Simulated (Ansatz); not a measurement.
Input file:

```yaml
crystal:
  periodic: [false, false, false]
  atoms:
    - {symbol: C, position_ang: [-1.337201, 0.000000, 0.000000]}
    - {symbol: H, position_ang: [-1.700406, 1.027301, 0.000000]}
    - {symbol: H, position_ang: [-1.700406, -0.513650, 0.889668]}
    - {symbol: H, position_ang: [-1.700406, -0.513650, -0.889669]}
    - {symbol: H, position_ang: [-0.247584, 0.000000, 0.000000]}
    - {symbol: O, position_ang: [1.340799, 0.000000, 0.000000]}
basis:
  gaussian: {orbitals: "6-31G*"}
magnetization: {spin_polarized: false, initial_magnetization: 2}
correlation: {method: sc_nevpt2, electrons: outside_noble_gas, active_space: {window: {electrons: 2, orbitals: 4}}}
accuracy: high
scf: {lower_state_search: off}
output: {forces: true}
```

```sh
$ ansatz run in.yaml --threads 1 --pin off --events-out ev --progress --plain --max-ram 2393MiB
```

Log:

```
these checks for a lower state are left out or cut short: stability, starts, cluster_reference, orbital_swaps, neighbouring_geometries, increment
756 factors; integrals over basis functions are off by at most 3.5e-9 eV
mean field evaluation 1: about -3125.9407 eV, gradient 1.6e1 eV
mean field evaluation 2: about -3125.9398 eV, gradient 1.6e1 eV
mean field evaluation 4: about -3127.9781 eV, gradient 2.4e0 eV
mean field evaluation 8: about -3128.0101 eV, gradient 6.4e-2 eV
mean field -3128.01017443 eV, -114.9522536690 hartree, gradient 1.2e-8 eV, S^2 2.000000; 0 other end points of the search recorded, 0 dependent functions left out
reference -3128.01017443 eV, -114.9522536690 hartree; 10, 8 occupied and 28, 30 virtual orbitals, 756 factors
state -3128.12182718 eV, -114.9563568319 hartree
state -3128.12182718 eV, -114.9563568319 hartree; corrected -3134.67324089 eV, -115.1971168449 hartree
the calculation of the forces begins
WARN: the results are in doubt because close orbitals or states may skew the forces
Total energy: -3134.67324089 eV, -115.1971168449 hartree
Atom 0 at    -1.337201     0.000000     0.000000 Å, force    -0.252360    -0.012731     0.000000 eV/Å
Atom 1 at    -1.700406     1.027301     0.000000 Å, force    -0.001538     0.014094     0.000000 eV/Å
Atom 2 at    -1.700406    -0.513650     0.889668 Å, force    -0.001533    -0.000827     0.026661 eV/Å
Atom 3 at    -1.700406    -0.513650    -0.889669 Å, force    -0.001533    -0.000827    -0.026661 eV/Å
Atom 4 at    -0.247584     0.000000     0.000000 Å, force    -1.272119    -0.002349    -0.000000 eV/Å
Atom 5 at     1.340799     0.000000     0.000000 Å, force     1.529083     0.002640     0.000000 eV/Å
Dipole moment:    -0.040714     0.000518    -0.000000 e Å
In doubt: close orbitals or states may skew the forces
Checks for a lower state left out: stability, starts, cluster_reference, orbital_swaps, neighbouring_geometries, increment
```

Natural occupations: 0.9984 0.9984 0.0016 0.0016.

Forces (eV/Å):
```
C   -0.252 -0.013  0.000
H   -0.002  0.014  0.000
H   -0.002 -0.001  0.027
H   -0.002 -0.001 -0.027
H   -1.272 -0.002  0.000
O    1.529  0.003  0.000
```

Ran on 1 thread of Arm Neoverse V2, shared host: 1.1 s wall, 0.09 GiB peak host memory.
